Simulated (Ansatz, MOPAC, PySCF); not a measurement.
Reaction (SMILES): Cl[Si](Cl)(Cl)Cl [tetrachlorosilane] + 4 [H][H] (H2) -> 4 Cl (HCl) + [SiH4] (SiH4)

Wanted: energy of full hydrogenation (enthalpy at 298 K), in kcal/mol. Terms: non-relativistic; no spin-orbit coupling; dispersion terms only where a functional's name holds one. Ab initio and DFT rows: single points at B3LYP-D3(BJ) geometries (Ansatz, a first-principles code), with unscaled harmonic terms from B3LYP/6-31G* (Ansatz) at its own minima. Semi-empirical rows: MOPAC heats of formation at their own minima for 298 K.

| species | coefficient | E at BP86/def2-SVP (PySCF), Eh | E at PBE0/def2-TZVPD (Ansatz), Eh | H(298 K) - E, kcal/mol | heat of formation at PM3 (MOPAC), kcal/mol |
|---|---|---|---|---|---|
| Cl[Si](Cl)(Cl)Cl | -1 | -2130.01850 | -2129.85123 | 9.21 | -156.43 |
| [H][H] (H2) | -4 | -1.17203 | -1.16825 | 8.44 | -13.39 |
| Cl (HCl) | +4 | -460.69920 | -460.66591 | 6.28 | -20.47 |
| [SiH4] (SiH4) | +1 | -291.81032 | -291.75614 | 22.18 | 12.47 |

Measured values: Active Thermochemical Tables 1.112 (ions: stationary electron), as tabulated in the package chemicals; G2/97 table in ASE (Curtiss et al.); they hold spin-orbit and core effects, anharmonicity. For Cl[Si](Cl)(Cl)Cl (energy of full hydrogenation (enthalpy at 298 K)) the tabulated value and RI-MP2/CBS(cc-pV(T+d)Z,cc-pV(Q+d)Z)+[CCSD(T)-MP2]/cc-pV(T+d)Z (Ansatz) part by 3.3 kcal/mol: another conformer or state, missing terms or a fault of the table's entry are possible.  Value to compare with, the measured value: 78.5 kcal/mol. 1 Eh = 627.5095 kcal/mol.

Compute it at each level from the table, and compare with the measured value.


- BP86/def2-SVP: the sum of coefficient times E is 0.09950 Eh, or 62.44 kcal/mol; the thermal terms add 4.33. Result: 66.8 kcal/mol. Its error against the measured value is -11.7 kcal/mol.
- PBE0/def2-TZVPD: the sum of coefficient times E is 0.10445 Eh, or 65.54 kcal/mol; the thermal terms add 4.33. Result: 69.9 kcal/mol. Its error against the measured value is -8.6 kcal/mol.
- PM3: the sum of coefficient times heat of formation is 140.58 kcal/mol; it needs no thermal term. Its error against the measured value is 62.1 kcal/mol.
